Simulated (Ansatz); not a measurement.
Consider the hydrogenolysis of a C–C bond: `CCC(C)C#N` + H₂ → `CCCC#N` + CH₄.

Isolated molecules relaxed with PBE0-D4/def2-TZVP in Ansatz; ΔE leaves out vibrations. CCSD(T)/CBS is the MP2 limit (def2-TZVPP, def2-QZVPP) plus CCSD(T) − MP2 in def2-TZVPP, frozen cores. This one scheme is used for every species. DFT in def2-TZVPP. HSE06 is defined as in plane-wave codes. One conformer a species, not always the lowest.

```json
{"level": "r2SCAN0-D4", "ΔE (eV)": "-0.69"}
{"level": "HSE06-D4", "ΔE (eV)": "-0.68"}
```

(1) What does CCSD(T)/CBS give? (An estimate is asked.)

Largest T1 diagnostic among the species: 0.011.

Results:

(1) Ansatz gave: -0.64 eV. The listed levels differ from it by -0.05, -0.04 eV.

Leaving LDA and LC-ωPBE aside and taking each functional with its dispersion term where it has one, the values, not all of them listed here, spread over 0.15 eV, from B2PLYP to revPBE-D4. LDA lies +0.13 eV from PBE without D4. The D4 term adds +0.12 eV with B3LYP and +0.07 eV with PBE0; it sums over pairs of atoms, weighted by their polarisabilities, and B3LYP, whose exchange is more repulsive, gets the larger term.

B3LYP here is the variant with VWN-RPA as its local correlation; programs differ in this.
